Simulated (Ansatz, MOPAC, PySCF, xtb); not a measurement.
Barrier height from HN2 (SMILES [N]=N) to the transition structure HN2, without zero-point energy, on the benchmark's geometries as Psi4's copy of the set gives them.
Transition structure (charge 0, multiplicity 2):
| atom | x (Å) | y (Å) | z (Å) |
|---|---|---|---|
| N | 0.0000 | 0.0000 | 0.0000 |
| N | 1.1228 | 0.0000 | 0.0000 |
| H | 1.7843 | 1.2684 | 0.0000 |
Reactant (charge 0, multiplicity 2):
| atom | x (Å) | y (Å) | z (Å) |
|---|---|---|---|
| N | 0.0000 | 0.0000 | 0.0000 |
| N | 1.1782 | 0.0000 | 0.0000 |
| H | 1.6450 | 0.9366 | 0.0000 |

| level | barrier height (kcal/mol) | cost |
|---|---|---|
| AM1 | 21.27 | - |
| GFN1-xTB | 24.78 | - |
| SVWN5/def2-TZVPPD | 9.30 | ×0.6 |
| revPBE-D3(BJ)/def2-TZVPPD | 8.76 | ×1 |
| BHLYP-D3(BJ)/def2-TZVPPD | 13.39 | ×2 |
| BHLYP-D4/def2-TZVPPD | 13.47 | ×2 |
| M06-2X/def2-TZVPPD | 11.01 | - |
| B2PLYP-D3(BJ)/def2-TZVPPD | 10.38 | ×2 |
| B2PLYP-D4/def2-TZVPPD | 10.42 | ×2 |
| MP2/aug-cc-pVDZ | 8.02 | - |
| SCS-MP2/aug-cc-pVTZ | 9.39 | - |
| CCSD/cc-pVDZ | 9.78 | - |
| CCSD(T)/CBS(aug-cc-pVTZ, aug-cc-pVQZ) | 10.76 | ×100 |
| CCSDT/cc-pVDZ | 9.06 | - |

The rows run from 8.02 (MP2/aug-cc-pVDZ) to 24.78 kcal/mol (GFN1-xTB).

Open shells are unrestricted; no spin–orbit coupling.

Frozen-core correlation. CBS: X⁻³ extrapolation of the correlation energy, Hartree–Fock from the larger set. The state that AM1 reach isn't checked.

Doubts at one or more of the structures used: a spin-contaminated determinant (SCS-MP2/aug-cc-pVTZ, CCSD(T)/CBS(aug-cc-pVTZ, aug-cc-pVQZ)).

The values were computed with Ansatz (a quantum-chemistry and plane-wave program); MOPAC for AM1 (differences of heats of formation); PySCF for M06-2X, the dispersion terms; xtb for the GFN methods. Each number belongs to the level named beside it. The GFN methods have no spin term and hold the electronic entropy of 300 K.

Costs are rough ratios of core time to PBE/def2-TZVPPD (about 2.0 s over the structures, on one shared machine); a dash marks a level with no comparable run of its own. 

The set's own value is 10.72 kcal/mol (Zhao et al., NHTBH38), an estimate for the real system.
